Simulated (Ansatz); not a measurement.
Reaction (SMILES): N#N (N2) + H+ → N#[NH+]
B3LYP-D3(BJ)/def2-TZVP geometries, fixed; electronic energies without zero-point terms; positive where energy is released.

Effect of the final integration grid (spheres per factor e of radius in core and valence, angular degree) at PBE0/def2-TZVPP with Ansatz (a program for electronic structure), against the last row, where the proton affinity is 124.00 kcal/mol. The default's grid is 13, 11, 36.

| setting | largest shift of a total energy (mEh) | shift of the proton affinity (kcal/mol) |
|---|---|---|
| accuracy: medium (default) | 0.000 | 0.000 |
| final_grid: 4, 3, 11 | 0.619 | -0.437 |
| final_grid: 6, 5, 17 | 0.041 | 0.004 |
| final_grid: 8, 7, 23 | -0.003 | -0.001 |
| final_grid: 10, 9, 29 | -0.001 | 0.000 |
| final_grid: 18, 15, 47 | 0.000 | 0.000 |
| final_grid: 26, 22, 59 | 0.000 | 0.000 |

Within 0.02 kcal/mol in the proton affinity: accuracy: medium (default); final_grid: 6, 5, 17; final_grid: 8, 7, 23; final_grid: 10, 9, 29; final_grid: 18, 15, 47. The largest shift is 0.619 mEh in a total energy and 0.437 kcal/mol in the difference.
